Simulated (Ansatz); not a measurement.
The input, for Ansatz 0.2.0:

```yaml
crystal:
  periodic: [false, false, false]
  atoms:
    - {symbol: W, position_ang: [0.000000, 0.000000, 0.000000]}
    - {symbol: F, position_ang: [0.000000, 0.000000, 1.786200]}
basis:
  gaussian: {orbitals: def2-SVP}
total_charge: 1
magnetization: {spin_polarized: true, initial_magnetization: 6}
correlation: {method: ccsdt_q, electrons: outside_noble_gas}
```

```sh
$ ansatz run in.yaml --threads 1 --pin off --events-out ev --progress --plain --max-ram 2393MiB
```

Log:

```
818 factors; integrals over basis functions are off by at most 9.8e-8 eV
mean field evaluation 1: about -4496.3093 eV, gradient 1.6e1 eV
mean field evaluation 2: about -4496.4939 eV, gradient 1.6e1 eV
mean field evaluation 4: about -4497.8985 eV, gradient 2.5e0 eV
mean field evaluation 8: about -4497.9784 eV, gradient 2.7e-1 eV
mean field evaluation 16: about -4496.3092 eV, gradient 1.6e1 eV
mean field evaluation 32: about -4497.9816 eV, gradient 5.1e-6 eV
mean field evaluation 64: about -4497.7985 eV, gradient 9.8e-1 eV
mean field evaluation 96: about -4490.4824 eV, gradient 2.2e1 eV
mean field evaluation 128: about -4495.7033 eV, gradient 1.2e0 eV
mean field evaluation 160: about -4495.7236 eV, gradient 6.7e-3 eV
...
cycle  16  -5.55146262 eV  change    6.7e-6 eV  update   1.8e-5
cycle  17  -5.55146344 eV  change   -8.2e-7 eV  update   1.1e-5
cycle  18  -5.55146618 eV  change   -2.7e-6 eV  update   7.5e-6
cycle  19  -5.55146886 eV  change   -2.7e-6 eV  update   5.7e-6
cycle  20  -5.55146946 eV  change   -5.9e-7 eV  update   4.5e-6
cycle  21  -5.55146957 eV  change   -1.1e-7 eV  update   3.6e-6
cycle  22  -5.55147036 eV  change   -7.9e-7 eV  update   2.9e-6
cycle  23  -5.55147073 eV  change   -3.7e-7 eV  update   2.1e-6
cycle  24  -5.55147154 eV  change   -8.1e-7 eV  update   1.5e-6
cycle  25  -5.55147196 eV  change   -4.2e-7 eV  update   1.1e-6
perturbative correction -0.00210207 eV, -0.0000772498 hartree
Total energy: -4503.53514590 eV, -165.5018640060 hartree
```

Ran on 1 thread of Arm Neoverse V2, shared host: 34 s wall, 0.49 GiB peak host memory.
